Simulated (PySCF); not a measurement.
# HS, SMILES `[SH]` (charge 0, multiplicity 2)

Method: PySCF with TPSSh-D3(BJ)/def2-TZVP // PBE-D3(BJ)/def2-SVP.

| Property | Value |
|---|---|
| highest occupied spin orbital | -6.75 eV |
| dipole moment | 0.88 D |
| total energy | -398.7716 Ha |
| cost | very roughly 70 core-seconds |

```xyz
2

S      0.6831     0.0000     0.0000
H     -0.6831     0.0000     0.0000
```
Charge 0, spin multiplicity 2.
